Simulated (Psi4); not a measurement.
Psi4 input wanted

CH7AlSi+ has 10 atoms, charge +1, and is taken as a doublet. SMILES of the parent species: `[CH3][AlH][SiH3]`. The shape was relaxed beforehand at wB97X-D/def2-SVPD.

```xyz
10

C    -1.4347    0.9689   -0.7915
Al    0.4075    0.3095   -0.7198
Si    1.1670   -1.1083    1.1444
H    -1.9266    0.6570   -1.7289
H    -2.0669    0.6321    0.0436
H    -1.4534    2.0726   -0.7970
H     1.4128    0.7062   -1.8876
H     0.3511   -2.3609    1.2293
H     0.9955   -0.4035    2.4542
H     2.6003   -1.5181    1.0455
```

Settings wanted:

```json
{
 "task": "energy",
 "method": "DFT",
 "functional": "wB97X-D",
 "dispersion": "in the functional's name",
 "basis set": "def2-SVPD",
 "reference": "UKS",
 "solvent model": "none",
 "integrals": "df",
 "integral approximation": "program's default",
 "core potential": "none",
 "frozen core orbitals": "0",
 "integration grid": "75 radial × 302 angular",
 "symmetry": "c1",
 "threads": "1"
}
```

Task: Give a Psi4 1.11 job that does this.

Result: This one ran through:

ch7alsi.xyz:
```
10
CH7AlSi
C     -1.434720     0.968905    -0.791496
Al     0.407496     0.309517    -0.719813
Si     1.166967    -1.108263     1.144386
H     -1.926643     0.656962    -1.728886
H     -2.066913     0.632066     0.043609
H     -1.453366     2.072562    -0.796958
H      1.412842     0.706223    -1.887645
H      0.351139    -2.360863     1.229340
H      0.995459    -0.403461     2.454235
H      2.600275    -1.518135     1.045495
```

run.py:
```python
import psi4

psi4.set_memory(1600000000)
psi4.set_num_threads(1)
psi4.core.set_output_file('output.dat', False)

with open('ch7alsi.xyz') as f:
    atoms = ''.join(f.readlines()[2:])
molecule = psi4.geometry('1 2\n' + atoms + 'symmetry c1')

psi4.set_options(dict(basis='def2-SVPD', reference='uks'))

E, wfn = psi4.energy("wb97x-d", molecule=molecule, return_wfn=True)
print('E =', round(E, 9))
```

```bash
$ python run.py
```

Calculated total energy: -573.66463 Eh.
